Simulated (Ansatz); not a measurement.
C5H6 (`C=C=C1CC1`). Total charge 0; spin multiplicity 1. All single points use the PBE0-D4/def2-TZVP geometry.

```xyz
11

C     1.732    0.148    1.729
C     0.811    0.070    0.810
C    -0.095   -0.008   -0.095
C    -0.958    0.667   -1.073
C    -1.009   -0.835   -0.891
H     1.473    0.283    2.775
H     2.786    0.081    1.479
H    -0.496    1.056   -1.974
H    -1.788    1.255   -0.696
H    -1.875   -1.259   -0.392
H    -0.582   -1.458   -1.671
```

**Question.** What is the dipole moment at ωB97M-V/def2-TZVPP? (Estimate.)

**Answer.** The calculation gave: 0.78 D, with components (-0.55, -0.05, -0.55) D in this frame, pointing from negative to positive charge.

**Question.** And with PBE, r2SCAN, B3LYP? (Best estimate.)

**Answer.** The calculation gave: PBE 0.83 D, r2SCAN 0.87 D, B3LYP 0.82 D.

**Question.** Give the Mulliken charges with ωB97M-V, PBE, B3LYP in def2-TZVPP. (Best estimate.)

**Answer.** Ansatz gave: 
| atom | ωB97M-V | PBE | B3LYP |
| --- | --- | --- | --- |
| C1 | -0.24 | -0.23 | -0.25 |
| C2 | -0.07 | -0.02 | -0.02 |
| C3 | -0.08 | -0.11 | -0.11 |
| C4 | -0.11 | -0.08 | -0.09 |
| C5 | -0.11 | -0.08 | -0.09 |
| H6 | 0.11 | 0.11 | 0.11 |
| H7 | 0.11 | 0.11 | 0.11 |
| H8 | 0.09 | 0.08 | 0.08 |
| H9 | 0.09 | 0.08 | 0.08 |
| H10 | 0.09 | 0.08 | 0.08 |
| H11 | 0.09 | 0.08 | 0.08 |

B3LYP here is the variant with VWN-RPA as its local correlation; programs differ in this.
